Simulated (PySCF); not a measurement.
A side-by-side comparison of computed properties.

First species: C₄H₁₀O.
SMILES: `CC[C@H](C)O`

Second species: hydrogen boron sulfide, BHS.
Atom-mapped SMILES: `[BH:1]=[S:2]` (hydrogens: H3 on B1)

Geometry (PBE0-D3(BJ)/def2-TZVP, Å), atoms numbered from 1 in this order:
```xyz
3
BHS angstrom
B     -0.191    0.010   -0.037
S      1.393   -0.186   -0.093
H     -1.357    0.154    0.004
```

Levels: CAM-B3LYP/aug-cc-pVTZ for dipole moment, HOMO energy, LUMO energy, HOMO–LUMO gap, static isotropic polarisability and electronic spatial extent ⟨r²⟩ about the centre of nuclear charge; TDDFT CAM-B3LYP/aug-cc-pVTZ for lowest singlet excitation; TDA CAM-B3LYP/aug-cc-pVTZ for lowest triplet excitation (Tamm–Dancoff); PBE0-D3(BJ)/def2-TZVP for smallest rotational constant. Geometries: PBE0-D3(BJ)/def2-TZVP. Each species is one conformer at its optimised geometry, gas phase, non-relativistic unless stated; the electronic structure was computed with PySCF and density fitting.

Dipoles, sizes and rotational constants follow the conformer. The torsions of the flexible species, by atom-mapped SMILES:
- `[CH3:1][CH2:2][C@H:3]([CH3:4])[OH:5]`: C1–C2–C3–C4 -63°, H–O5–C3–C2 63°

**Question.** Which of the two has the higher smallest rotational constant, and by how much?

**Answer.** The second: 19.137 GHz against 2.666 GHz, a difference of 16.471 GHz.

**Question.** Which has the higher S1 energy?

**Answer.** The first: 6.72 eV against 5.17 eV, a difference of 1.55 eV.

**Question.** Which has the higher LUMO energy?

**Answer.** The first: 0.24 eV against -0.20 eV, a difference of 0.44 eV.

**Question.** Which of the two has the higher HOMO–LUMO gap, and by how much?

**Answer.** The second: 9.62 eV against 9.50 eV, a difference of 0.12 eV.

**Question.** Which of the two has the higher HOMO energy, and by how much?

**Answer.** The first: -9.26 eV against -9.82 eV, a difference of 0.56 eV.

**Question.** Which of the two has the higher ⟨r²⟩, and by how much?

**Answer.** The first: 520 bohr² against 96 bohr², a difference of 424 bohr².

**Question.** Which has the higher T1 energy?

**Answer.** The first: 6.52 eV against 4.34 eV, a difference of 2.18 eV.

**Question.** Which of the two has the higher static isotropic polarisability, and by how much?

**Answer.** The first: 56.9 au against 34.4 au, a difference of 22.5 au.

On the first: The polarisability is 8.43 Å³ as a volume (1 au = 0.148185 Å³), or 1.35 au for each of the 42 electrons. No computed singlet falls in the visible range (750 to 380 nm, 1.65 to 3.26 eV); S1 lies 3.46 eV above its blue end. Isolated species at its PBE0-D3(BJ)/def2-TZVP geometry (one conformer only).

On the second: In wavenumbers S1 is 41700 cm⁻¹ (1 eV = 8065.54 cm⁻¹). The principal polarisabilities are 29.0, 29.0 and 45.0 au; their mean is the isotropic value. Isolated species at its PBE0-D3(BJ)/def2-TZVP geometry, gas phase.
